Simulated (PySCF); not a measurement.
## Two probes of the same atoms: core binding energy and nuclear shielding

Compound: C5H5N.
Geometry (GFN2-xTB, Å), atoms numbered from 1 in this order:
```xyz
11
C5H5N angstrom
C     -2.0473   -0.3576    0.1765
C     -0.8176    0.1485    0.1220
C      0.3462   -0.6515   -0.1635
C      1.5970   -0.1640   -0.2227
C      1.9060    1.1902   -0.0116
N      2.1780    2.2928    0.1575
H     -2.9056    0.2545    0.3913
H     -2.2336   -1.4060    0.0073
H     -0.6452    1.2029    0.2947
H      0.1825   -1.7072   -0.3373
H      2.4449   -0.7999   -0.4401
```

Binding energies: delta-SCF UKS SCAN, pcX-2 on the ionised atom, pcseg-1 elsewhere, spin-free X2C in PySCF 2.14.0. Shieldings: GIAO PBE0/pcSseg-1, non-relativistic, same geometry.

```
atom  isotropic shielding (ppm)
  C1                       52.0
  C2                       44.2
  C3                       28.2
  C4                       82.0
  C5                       65.8
```

**Question.** What are the C 1s binding energies of these atoms?

**Answer.** 
| atom | environment | C 1s (eV) | isotropic shielding (ppm) |
| --- | --- | --- | --- |
| C1 | terminal =CH2 carbon | 290.53 | 52.0 |
| C2 | alkene CH carbon | 291.21 | 44.2 |
| C3 | alkene CH carbon | 291.40 | 28.2 |
| C4 | alkene CH carbon | 291.44 | 82.0 |
| C5 | nitrile carbon | 291.94 | 65.8 |

**Question.** Among the listed atoms, is the one with the highest binding energy also the least shielded?

**Answer.** No. The highest binding energy is at C5 (291.94 eV, shielding 65.8 ppm), the lowest shielding at C3 (28.2 ppm, 291.40 eV).

By binding energy: C1 < C2 < C3 ≈ C4 < C5. By shielding: C3 < C2 < C1 < C5 < C4.

Spin contamination (⟨S²⟩ against 0.75 for a pure doublet) is marked for C 1s of C2 (0.92) and C 1s of C3 (0.93), which makes these values less certain. The structure is a single GFN2-xTB conformer in the gas phase; no vibrational or solvent corrections.
